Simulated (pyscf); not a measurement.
HO–As(OH)–OH (SMILES O[As](O)O) + GaH₃ (SMILES [GaH3]) -> HO–As(OH)–O–GaH₂ (SMILES O[As](O)[O][GaH2]) + H₂ (SMILES [H][H]) (four-centre exchange; singlet surface; H–O, Ga–H broken, Ga–O, H–H formed). PySCF, gas phase, ωB97X-D3(BJ)/def2-SVP geometries. Energies in eV from the separated reactants.

```csv
level,barrier,reaction energy
PBE/def2-TZVP,…,-0.95
r²SCAN/def2-TZVP,0.15,-1.13
B3LYP-D3(BJ)/def2-TZVP,0.30,-1.02
M06-2X/def2-TZVP,0.21,-1.28
ωB97M-D3(BJ)/def2-TZVP,…,…
HF/def2-TZVP,1.02,-0.81
```

### Question
What belongs in the gaps?

### Answer

- PBE/def2-TZVP, barrier: 0.20
- ωB97M-D3(BJ)/def2-TZVP, barrier: 0.40
- ωB97M-D3(BJ)/def2-TZVP, reaction energy: -0.97

The functionals in the table span 0.25 eV in this barrier, from r²SCAN to ωB97M-D3(BJ)/def2-TZVP. On the reactant side the descent ends in an adduct with a Ga–O contact (not fully relaxed), 0.75 eV under the separated species and 1.03 eV under the saddle at ωB97X-D3(BJ)/def2-TZVP. What is counted as formed (Ga–O) is already present as a longer contact in the reactant adduct; forming that adduct is a step of its own. At the saddle there is also a short Ga–H contact that neither side keeps. At ωB97X-D3(BJ)/def2-TZVP the barrier from the zero used here is 0.28 eV. HO–As(OH)–O–GaH₂ is closed by a dative Ga–O, As–Ga contact. One saddle was located; it need not be the lowest between these sides. Elements up to Kr have no core potential and no relativistic terms here.
